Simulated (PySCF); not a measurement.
Chlorobenzene, C6H5Cl.
Z-matrix (Å and degrees, PBE0-D3(BJ)/def2-SVP geometry), rows numbered from 1:
```
Cl
C   1  1.7336
C   2  1.3944  1  119.52
C   3  1.3934  2  119.17  1   180.00
C   4  1.3943  3  120.45  2     0.00
C   5  1.3943  4  119.76  3    -0.00
C   6  1.3934  5  120.42  4     0.00
H   3  1.0911  2  119.64  1     0.00
H   4  1.0926  3  119.38  2  -179.99
H   5  1.0921  4  120.12  3  -180.00
H   6  1.0926  5  120.18  4   180.00
H   7  1.0912  2  119.65  1     0.01
```

The closed-shell ground state was solved at several levels (PySCF, density fitting, gas phase, non-relativistic).

```csv
level,basis functions,HOMO (eV),LUMO (eV),gap (eV),dipole (D)
B3LYP/cc-pVTZ,284,-6.89,-0.73,6.16,1.68
PBE0/def2-SVPD,187,-7.21,-0.66,6.55,1.78
LC-wPBE/pcSseg-1,151,-9.73,1.51,11.24,1.84
PBE0/def2-SVP,127,-7.07,-0.45,6.62,1.57
BP86/pcSseg-1,151,-6.26,-1.60,4.66,1.63
PBE0/pcSseg-2,329,-7.17,-0.65,6.52,1.72
```

Q: What might B3LYP/6-31G* (112 basis functions) give for the same quantities?

A: HOMO -6.66 eV, LUMO -0.30 eV, gap 6.36 eV, dipole 1.81 D.

Q: Over all these levels, which gives the widest orbital gap and which the narrowest?

A: LC-wPBE/pcSseg-1 (range-separated hybrid) has the widest, 11.24 eV, and BP86/pcSseg-1 (GGA) the narrowest, 4.66 eV. The two share the basis. From the narrowest to the widest the HOMO moves by -3.47 eV and the LUMO by +3.11 eV.

Q: How much does the basis alone move the frontier levels among the 3 PBE0 rows?

A: The HOMO by 0.14 eV and the LUMO by 0.21 eV. By rising basis size (HOMO, LUMO in eV): def2-SVP -7.07, -0.45; def2-SVPD -7.21, -0.66; pcSseg-2 -7.17, -0.65.

Q: How far do the dipole and the HOMO energy spread over the levels?

A: The dipole runs from 1.57 to 1.84 D (mean 1.72 D) and the HOMO from -9.73 to -6.26 eV.
